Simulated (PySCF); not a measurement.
Excitation energies in several basis sets

Compound: C2H6Si.
SMILES with atom numbers: `[CH2:1]1[CH2:2][SiH2:3]1` (hydrogens: H4, H5 on C1; H6, H7 on C2; H8, H9 on Si3)

Geometry (PBE0-D3(BJ)/def2-SVP, Å), atoms numbered from 1 in this order:
```xyz
9
C2H6Si angstrom
C     -0.6246    0.7085    0.1810
C     -0.5270   -0.7430   -0.3140
Si     1.1097    0.0355    0.1123
H     -1.0912    0.8628    1.1602
H     -0.9344    1.4616   -0.5517
H     -0.7651   -0.9199   -1.3686
H     -0.9375   -1.5180    0.3425
H      1.7900   -0.3437    1.3756
H      2.0073    0.4681   -0.9877
```

TDDFT with PBE0 (PySCF), vertical singlets, core orbitals frozen in the response, spherical d and f functions. Geometry: PBE0-D3(BJ)/def2-SVP; no solvent, vibrations or thermal averaging.

```json
{"basis": "6-31G*", "functions": "58", "diffuse": "no", "S1 (eV)": "6.74", "S2 (eV)": "6.94", "S3 (eV)": "7.57", "S4 (eV)": "7.72", "S5 (eV)": "8.11", "LUMO (eV)": "0.77", "α (au)": "43.4"}
{"basis": "6-31+G*", "functions": "70", "diffuse": "yes", "S1 (eV)": "5.90", "S2 (eV)": "6.02", "S3 (eV)": "6.40", "S4 (eV)": "6.59", "S5 (eV)": "6.99", "LUMO (eV)": "0.06", "α (au)": "48.3"}
{"basis": "def2-SVP", "functions": "76", "diffuse": "no", "S1 (eV)": "6.84", "S2 (eV)": "6.87", "S3 (eV)": "7.21", "S4 (eV)": "7.74", "S5 (eV)": "7.93", "LUMO (eV)": "0.76", "α (au)": "46.0"}
{"basis": "def2-SVPD", "functions": "112", "diffuse": "yes", "S1 (eV)": "6.24", "S2 (eV)": "6.37", "S3 (eV)": "6.79", "S4 (eV)": "7.03", "S5 (eV)": "7.23", "LUMO (eV)": "0.32", "α (au)": "52.8"}
{"basis": "aug-cc-pVDZ", "functions": "127", "diffuse": "yes", "S1 (eV)": "5.78", "S2 (eV)": "5.97", "S3 (eV)": "6.24", "S4 (eV)": "6.33", "S5 (eV)": "6.66", "LUMO (eV)": "-0.02", "α (au)": "54.2"}
{"basis": "def2-TZVP", "functions": "135", "diffuse": "no", "S1 (eV)": "6.30", "S2 (eV)": "6.40", "S3 (eV)": "7.02", "S4 (eV)": "7.09", "S5 (eV)": "7.44", "LUMO (eV)": "0.28", "α (au)": "51.0"}
{"basis": "def2-TZVPD", "functions": "171", "diffuse": "yes", "S1 (eV)": "5.97", "S2 (eV)": "6.07", "S3 (eV)": "6.43", "S4 (eV)": "6.74", "S5 (eV)": "6.92", "LUMO (eV)": "0.08", "α (au)": "54.0"}
{"basis": "aug-cc-pVTZ", "functions": "280", "diffuse": "yes", "S1 (eV)": "5.77", "S2 (eV)": "5.92", "S3 (eV)": "6.21", "S4 (eV)": "6.30", "S5 (eV)": "6.57", "LUMO (eV)": "-0.08", "α (au)": "54.4"}
```

Task: Compare the sets with the largest diffuse one.

Result: States are compared by their number. Against the largest diffuse basis here (aug-cc-pVTZ, itself not a converged limit), sets without diffuse functions differ by up to 1.07 eV in S1 and 1.54 eV in S5; the smaller diffuse sets differ by up to 0.47 and 0.65 eV. State by state, the largest deviation of a set without diffuse functions is S1 1.07, S2 1.02, S3 1.36, S4 1.44, S5 1.54 eV. The same number needn't mean the same state in each row. Against aug-cc-pVTZ the polarisability deviates by -20% in 6-31G*, -11% in 6-31+G*, -15% in def2-SVP, -3% in def2-SVPD, 0% in aug-cc-pVDZ, -6% in def2-TZVP, -1% in def2-TZVPD. A single + in a Pople set puts diffuse functions on heavy atoms only.

Without π bonds the low states are Rydberg-like; a valence basis with one diffuse set may place them up to an eV too high.
